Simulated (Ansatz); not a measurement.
# [H···H···CH$_{3}$], doublet: transfer scan

Starting geometry:

```xyz
6

H    -2.0889    0.0000    0.0000
H    -1.3439    0.0000    0.0000
C     0.2301    0.0000    0.0000
H     0.2301   -1.0800    0.0000
H     0.2301    0.5400    0.9353
H     0.2301    0.5400   -0.9353
```

From there H2 is moved from one fragment to the other while all else, the fragments' distance too, stays fixed; atoms are numbered as listed. Energies are in kcal/mol, counted from the starting geometry at the same level.

Basis cc-pVTZ; Ansatz 0.2.0. Only valence electrons are correlated (noble-gas cores frozen). R marks a restricted (for open shells ROHF) determinant, U an unrestricted one. Active spaces: valence = (9e, 9o) chosen from the atoms' valence shells.

Runs in a small pair space aren't shown, since their orbitals change along the scan.

Full CI isn't at hand for all of this; UCCSDT(Q) serves as the reference, and is uncertain by about the last step of the cluster series. The frozen core follows each run's orbitals, which can shift R against U totals by a few meV.

```json
{"distance H1-H2 (Å)": "0.745", "UCCSDT(Q)": "0.0", "error UHF": "0.0", "error UMP2": "0.0", "error BCCD(T)": "0.0", "error UCCSDT": "0.0", "error RCCSDT(Q)": "0.0", "error NEVPT2 (valence space)": "0.0"}
{"distance H1-H2 (Å)": "0.814", "UCCSDT(Q)": "1.3", "error UHF": "1.6", "error UMP2": "0.4", "error BCCD(T)": "0.0", "error UCCSDT": "0.0", "error RCCSDT(Q)": "0.0", "error NEVPT2 (valence space)": "-0.2"}
{"distance H1-H2 (Å)": "0.952", "UCCSDT(Q)": "6.3", "error UHF": "4.5", "error UMP2": "0.9", "error BCCD(T)": "0.1", "error UCCSDT": "0.0", "error RCCSDT(Q)": "0.0", "error NEVPT2 (valence space)": "-0.3"}
{"distance H1-H2 (Å)": "1.091", "UCCSDT(Q)": "9.1", "error UHF": "5.4", "error UMP2": "-0.7", "error BCCD(T)": "0.0", "error UCCSDT": "0.1", "error RCCSDT(Q)": "0.0", "error NEVPT2 (valence space)": "-0.3"}
{"distance H1-H2 (Å)": "1.229", "UCCSDT(Q)": "12.0", "error UHF": "3.6", "error UMP2": "-2.8", "error BCCD(T)": "0.0", "error UCCSDT": "0.0", "error RCCSDT(Q)": "0.0", "error NEVPT2 (valence space)": "0.0"}
```

Errors are those of relative energies. In total energy the starting point itself misses UCCSDT(Q) by: UHF 147.1, UMP2 21.5, BCCD(T) 0.5, UCCSDT 0.1, RCCSDT(Q) 0.0, NEVPT2 (valence space) 22.0 kcal/mol.

Spread of the error over the points with a reference, to 1.229 Å (largest less smallest): RCCSDT(Q) 0.0, UCCSDT 0.1, BCCD(T) 0.1, NEVPT2 (valence space) 0.3, UMP2 3.7, UHF 5.4 kcal/mol.
